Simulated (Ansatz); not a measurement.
# AlH (SMILES [AlH]) at 6 levels

Wanted: a comparison of 6 runs (CAM-B3LYP/3-21G, PBE/3-21G, r2SCAN/3-21G, B2PLYP/cc-pVTZ, UCCSD(T)/cc-pVTZ, FCI/cc-pVTZ) of AlH. 

The results are computed with Ansatz 0.2.0.

53 further runs of the same task are left out: 53 set aside as unsound or not needed.

**1. The system as given**

AlH has 2 atoms, charge 0, and is taken as a singlet. SMILES: `[AlH]`. The H2–Al1 distance was set to 4.034 Å, away from the relaxed value.

**2. The energy at CAM-B3LYP/3-21G (run 1)**

Contents of in.yaml:

```yaml
crystal:
  periodic: [false, false, false]
  atoms:
    - {symbol: Al, position_ang: [0.000000, 0.000000, -2.420230]}
    - {symbol: H, position_ang: [0.000000, 0.000000, 1.613470]}
basis:
  gaussian: {orbitals: 3-21G.json}
total_charge: 0
hamiltonian: {xc: {name: CAM-B3LYP}}
accuracy: high
```

The basis set 3-21G is read from a file made from the Basis Set Exchange's data (not shown).

On the command line:

```sh
$ ansatz run in.yaml --threads 1 --pin off --max-ram 2610MiB --events-out events.jsonl --progress --plain --runs-dir runs
```

Output:

```text
Warning: RAYON_NUM_THREADS=1 ignored (pool sized by the plan → 1); use --threads N
Functional definition: CAM-B3LYP
  name "CAM-B3LYP"
  parameter alpha = 0.19
  parameter beta = 0.46
  parameter omega = 0.33/bohr
  parameter ac = 0.81
  exchange = (1 - alpha - beta)*b88_x + beta*b88_x_sr(omega) + alpha*exact_x + beta*exact_x_lr(omega)
  correlation = (1 - ac)*vwn5_c + ac*lyp_c
270 factors; integrals over basis functions are off by at most 4.6e-9 eV
134 factors; integrals over basis functions are off by at most 1.8e-9 eV
mean field evaluation 1: about -6567.7519 eV, gradient 1.5e1 eV
mean field evaluation 2: about -6559.0061 eV, gradient 1.5e1 eV
mean field evaluation 4: about -6569.1087 eV, gradient 1.0e1 eV
mean field evaluation 8: about -6569.1083 eV, gradient 1.0e1 eV
mean field evaluation 16: about -6571.0424 eV, gradient 8.2e-9 eV
mean field -6571.04241510 eV, -241.4813547425 hartree, gradient 7.0e-8 eV, S^2 0.000000; 1 other end points of the search recorded, 0 dependent functions left out
reference -6571.04242884 eV, -241.4813552472 hartree; 7, 7 occupied and 8, 8 virtual orbitals, 270 factors
Total energy: -6571.04242884 eV, -241.4813552472 hartree
```

Run time: 0.91 s. Hardware: 1 thread of Intel Xeon Platinum 8259CL at 2.50GHz (Skylake/Cascade Lake), shared host; peak memory 0.098 GiB.

**3. A single-point energy at PBE/3-21G (run 2)**

Contents of input.yaml:

```yaml
crystal:
  periodic: [false, false, false]
  atoms:
    - {symbol: Al, position_ang: [0.000000, 0.000000, -2.420230]}
    - {symbol: H, position_ang: [0.000000, 0.000000, 1.613470]}
basis:
  gaussian: {orbitals: 3-21G.json}
hamiltonian: {xc: pbe}
accuracy: high
```

The basis set 3-21G is read from a file made from the Basis Set Exchange's data (not shown).

On the command line:

```sh
$ ansatz run input.yaml --threads 1 --pin off --max-ram 2610MiB --events-out events.jsonl --progress --plain --runs-dir runs
```

Output:

```text
Warning: RAYON_NUM_THREADS=1 ignored (pool sized by the plan → 1); use --threads N
Functional definition: PBE
  name "PBE"
  parameter kappa = 0.804
  parameter beta = 0.06672455060314922
  exchange = pbe_x(kappa = kappa, mu = beta*pi^2/3)
  correlation = pbe_c(beta = beta)
270 factors; integrals over basis functions are off by at most 4.6e-9 eV
mean field evaluation 1: about -6563.3302 eV, gradient 1.8e1 eV
mean field evaluation 2: about -6553.8165 eV, gradient 1.9e1 eV
mean field evaluation 4: about -6567.5054 eV, gradient 5.8e0 eV
mean field evaluation 8: about -6567.5054 eV, gradient 5.8e0 eV
mean field evaluation 16: about -6567.8304 eV, gradient 6.1e-5 eV
mean field -6567.83035320 eV, -241.3633136447 hartree, gradient 5.6e-8 eV, S^2 0.000000; 1 other end points of the search recorded, 0 dependent functions left out
reference -6567.83035552 eV, -241.3633137301 hartree; 7, 7 occupied and 8, 8 virtual orbitals, 270 factors
Total energy: -6567.83035552 eV, -241.3633137301 hartree
```

It took 0.71 s on 1 thread of Intel Xeon Platinum 8259CL at 2.50GHz (Skylake/Cascade Lake), shared host; peak memory 0.096 GiB.

Run 3 isn't shown in full; the table further down has it.

**4. The energy at B2PLYP/cc-pVTZ (run 4)**

Contents of run.yaml:

```yaml
crystal:
  periodic: [false, false, false]
  atoms:
    - {symbol: Al, position_ang: [0.000000, 0.000000, -2.420230]}
    - {symbol: H, position_ang: [0.000000, 0.000000, 1.613470]}
basis:
  gaussian:
    orbitals: cc-pVTZ
hamiltonian:
  xc: {name: B2PLYP}
correlation:
  frozen_orbitals: {Al: 5, H: 0}
accuracy: high
```

On the command line:

```sh
$ ansatz run run.yaml --threads 1 --pin off --max-ram 2610MiB --events-out events.jsonl --progress --plain --runs-dir runs
```

Output, cut to the lines that bear on the results:

```text
Warning: RAYON_NUM_THREADS=1 ignored (pool sized by the plan → 1); use --threads N
Functional definition: B2PLYP
  name "B2PLYP"
[...]
534 factors; integrals over basis functions are off by at most 2.9e-9 eV
[...]
mean field -6604.36774111 eV, -242.7060378846 hartree, gradient 1.4e-8 eV, S^2 0.000000; 2 other end points of the search recorded, 0 dependent functions left out; unrestricted orbitals would lower it
5 core orbitals not correlated: weight in the atoms' cores, before any rotation towards them, 1.000 or more for the frozen orbitals, at most 0.000 for the correlated occupied ones
reference -6604.36776046 eV, -242.7060385955 hartree; 2, 2 occupied and 41, 41 virtual orbitals, 534 factors
second order -3.14303782 eV of doubles, -0.00000000 eV of singles
Total energy: -6605.21638067 eV, -242.7372248131 hartree
```

Run time: 1.7 s. Hardware: 1 thread of Intel Xeon Platinum 8259CL at 2.50GHz (Skylake/Cascade Lake), shared host; peak memory 0.11 GiB.

Run 5 isn't shown in full; the table further down has it.

**5. The energy at FCI/cc-pVTZ (run 6)**

Contents of molecule.yaml:

```yaml
crystal:
  periodic: [false, false, false]
  atoms:
    - symbol: Al
      position_ang: [0.000000, 0.000000, -2.420230]
    - symbol: H
      position_ang: [0.000000, 0.000000, 1.613470]
basis:
  gaussian:
    orbitals: cc-pVTZ
accuracy: high
correlation:
  method: fci
  frozen_orbitals: {Al: 5, H: 0}
```

On the command line:

```sh
$ ansatz run molecule.yaml --threads 1 --pin off --max-ram 2610MiB --events-out events.jsonl --progress --plain --runs-dir runs
```

Output, cut to the lines that bear on the results:

```text
Warning: RAYON_NUM_THREADS=1 ignored (pool sized by the plan → 1); use --threads N
Functional definition: HF
  name "HF"
[...]
534 factors; integrals over basis functions are off by at most 2.9e-9 eV
[...]
mean field -6593.63430012 eV, -242.3115912034 hartree, gradient 2.1e-8 eV, S^2 0.000000; 0 other end points of the search recorded, 0 dependent functions left out; unrestricted orbitals would lower it
unrestricted determinant -6595.49002830 eV, -242.3797879564 hartree, S^2 0.9917
5 core orbitals not correlated: weight in the atoms' cores, before any rotation towards them, 1.000 or more for the frozen orbitals, at most 0.000 for the correlated occupied ones
reference -6593.63430012 eV, -242.3115912034 hartree; 2, 2 occupied and 41, 41 virtual orbitals, 534 factors
state -6597.03587496 eV, -242.4365967732 hartree
Total energy: -6597.03587496 eV, -242.4365967732 hartree
```

Run time: 2.1 s. Hardware: 1 thread of Intel Xeon Platinum 8259CL at 2.50GHz (Skylake/Cascade Lake), shared host; peak memory 0.12 GiB.

**6. All runs side by side**

| run | level | frozen core orbitals | energy (Eh) | wall time |
| --- | --- | --- | --- | --- |
| 1 | CAM-B3LYP/3-21G | – | -241.481355 | 0.91 s |
| 2 | PBE/3-21G | – | -241.363314 | 0.71 s |
| 3 | r2SCAN/3-21G | – | -241.448306 | 1.6 s |
| 4 | B2PLYP/cc-pVTZ | 5 | -242.737225 | 1.7 s |
| 5 | UCCSD(T)/cc-pVTZ | 5 | -242.433602 | 2.7 s |
| 6 | FCI/cc-pVTZ | 5 | -242.436597 | 2.1 s |

**7. Summary of results**

```
                                          quantity          value
                               run 6: total energy  -242.43660 Eh
run 6: correlation energy (5 core orbitals frozen)     -125.0 mEh
```

In words: Against full CI in this basis: UCCSD(T) +3.0 mEh. Totals of different functionals can't be ranked against each other. In run 4 the log says that unrestricted orbitals would lower the reference, so the values rest on an unstable closed-shell determinant (other closed-shell runs at this shape may share the fault). Spin contamination of the reference: run 5 ⟨S²⟩ = 0.99. Where it is this large, the reference is a mixture of spin states, and values that rest on it are in doubt. All runs together took 9.8 s, the longest 2.7 s.
